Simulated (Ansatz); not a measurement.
A nudged elastic band was laid between two geometries of C$_{4}$H$_{12}$N$_{2}$ (18 atoms, charge 0, multiplicity 1).

Level of theory: RKS PBE-D4/6-31G* (Ansatz).

```yaml
movable_images: 5
climbing_image: yes
spring: 5.0 eV/Å²
optimiser: quadratic models (default)
start_path: IDPP
force_threshold: 0.03 eV/Å
iteration_limit: 60
end_points: relaxed
```

First end point:

```xyz
18
Properties=species:S:1:pos:R:3
C -0.425 -0.822 -1.900
C 0.712 -0.066 -1.186
N 0.570 0.136 0.257
C 0.619 -1.097 1.036
C -0.551 0.989 0.622
N -0.354 1.474 1.988
H -0.563 -1.836 -1.489
H -0.200 -0.925 -2.976
H -1.386 -0.286 -1.810
H 1.666 -0.604 -1.347
H 0.831 0.932 -1.650
H -0.215 -1.806 0.818
H 0.565 -0.831 2.103
H 1.573 -1.617 0.842
H -0.606 1.787 -0.155
H -1.535 0.460 0.610
H 0.442 2.124 1.996
H -1.181 1.999 2.292
```

Last end point:

```xyz
18
Properties=species:S:1:pos:R:3
C -0.538 -0.606 -1.951
C 0.593 0.161 -1.241
N 0.578 0.159 0.223
C 0.814 -1.154 0.816
C -0.572 0.839 0.800
N -0.282 1.164 2.196
H -1.529 -0.188 -1.704
H -0.543 -1.674 -1.675
H -0.414 -0.546 -3.047
H 1.569 -0.251 -1.558
H 0.576 1.218 -1.571
H 0.030 -1.909 0.572
H 0.842 -1.036 1.910
H 1.787 -1.545 0.470
H -0.779 1.718 0.146
H -1.500 0.216 0.803
H 0.448 1.886 2.221
H -1.118 1.559 2.641
```

(1) Which bonds break or form, and what moves?

(2) What energy profile does the band end with?

(3) What is the geometry of the highest image?

(4) What are the harmonic wavenumbers there?

Answers

(1) No bond is made or broken. The dihedral H7–C1–C2–N3 goes from -59 to 61°. The two ends are copies of one structure, up to a mirror image or an exchange of like atoms.

(2) It converged. The highest image is number 3 of 0 to 6, 0.115 eV above the ends, which have the same energy within 2 meV. A vibrational analysis at the climbing image gives one clearly imaginary mode, 216i cm⁻¹: a first-order saddle point.

```csv
image,path coordinate (Å),energy (eV),dihedral H7–C1–C2–N3 (°)
0,0.00,0.000,-59
1,0.61,0.024,-42
2,1.22,0.084,-21
3,1.83,0.115,1
4,2.46,0.082,23
5,3.08,0.023,44
6,3.71,0.000,61
```

(3) 
```xyz
18
Properties=species:S:1:pos:R:3:forces:R:3
C -0.528 -0.665 -1.939 0.01 0.01 0.01
C 0.604 0.147 -1.242 -0.01 -0.01 0.00
N 0.589 0.179 0.221 0.00 0.00 0.00
C 0.815 -1.125 0.834 0.00 0.00 0.00
C -0.569 0.868 0.774 0.00 0.00 0.01
N -0.304 1.195 2.175 0.00 0.00 0.00
H -1.215 -1.109 -1.197 0.00 0.00 0.00
H -0.131 -1.495 -2.546 0.00 0.00 0.00
H -1.136 -0.029 -2.603 0.00 0.00 0.00
H 1.590 -0.254 -1.541 0.00 0.00 0.00
H 0.576 1.196 -1.589 0.00 0.00 0.00
H 0.040 -1.885 0.574 0.00 0.00 0.00
H 0.814 -0.999 1.927 0.00 0.00 0.00
H 1.798 -1.516 0.515 0.00 0.00 0.00
H -0.757 1.746 0.114 0.00 0.00 0.00
H -1.502 0.251 0.761 0.00 0.00 0.00
H 0.427 1.914 2.212 0.00 0.00 0.00
H -1.147 1.593 2.602 0.00 0.00 0.00
```

(4) 216i, 128, 140, 229, 247, 281, 332, 389, 426, 567, 780, 817, 851, 927, 986, 1009, 1053, 1080, 1095, 1120, 1186, 1192, 1254, 1320, 1344, 1353, 1393, 1395, 1430, 1455, 1469, 1477, 1487, 1494, 1497, 1627, 2838, 2872, 2880, 2972, 2991, 3013, 3016, 3060, 3070, 3087, 3387, 3487 cm⁻¹.

Time of the run: 2.7 min on 2 threads of Arm Neoverse N1 (shared host), peak memory 0.17 GiB.
